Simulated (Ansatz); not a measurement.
H2S2Si (`[SiH2]1SS1`). The species carries charge 0 and has multiplicity 1.

```tsv
atom	x (Å)	y (Å)	z (Å)
Si1	0.1925	0.3336	0.0868
S2	-1.5922	-0.6251	-0.4446
S3	0.2244	-1.7446	-0.1721
H4	0.3141	0.8650	1.4596
H5	0.8611	1.1711	-0.9297
```

Question: What are the harmonic wavenumbers in cm⁻¹ at PBE0-D4/def2-TZVP (Ansatz, finite differences of forces, unscaled)? (An estimate is asked.)

Answer: The calculation gave: 438, 473, 511, 601, 638, 697, 961, 2262, 2282.

Question: Is this a minimum?

Answer: Yes, all 9 modes are real.

Question: Give the ideal-gas thermochemistry at 298.15 K and 1 bar (rigid rotor, harmonic oscillator; point group C2v, symmetry number 2).

Answer: Zero-point energy 53.0 kJ/mol; H(298) − E = 66.1 kJ/mol; entropy 279.5 J/(mol·K), of which translation 165.5, rotation 99.5, vibration 14.4; G(298) − E = -17.3 kJ/mol.
